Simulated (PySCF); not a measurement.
Method: PBE-D3(BJ)/def2-TZVP (PySCF). All species are isolated molecules in the gas phase. One relaxed conformer stands for a flexible species; it need not be the lowest. 

Reference species (SMILES): `CC[C]=O` (C–C–C–O torsion 1°) (neutral, multiplicity 2).

| Quantity | Value |
|---|---|
| highest occupied spin orbital | -4.22 eV |

Changed species: `[C](C)=O` (radical fragment; the reference has radical fragment).

What does the change do to the highest occupied spin orbital?

the highest occupied spin orbital falls by 0.10 eV, to -4.32 eV.
